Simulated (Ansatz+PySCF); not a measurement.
The numbers below are computed, except where a source is named.
Input for PySCF 2.14.0:

```python
from pyscf import gto, scf, cc

mol = gto.M(atom="""
H 0.000000 0.000000 0.000000
C 0.301280 0.401700 0.869710
""", basis='6-31g', charge=0, spin=3)
mf = scf.UHF(mol)
mf.kernel()
mycc = cc.CCSD(mf, frozen=1).run()
et = mycc.ccsd_t()
print(mf.e_tot, mycc.e_corr, et, mycc.e_tot + et)
```

The script is written out from the run's settings.

Results

- Converged: yes
- Reference energy: -38.26759 hartree
- CCSD correlation energy: -0.03984 hartree
- Triples correction: -0.00021 hartree
- Total energy: -38.30764 hartree
- Spin squared of the determinant: 3.754

Caution: another spin multiplicity may lie lower.
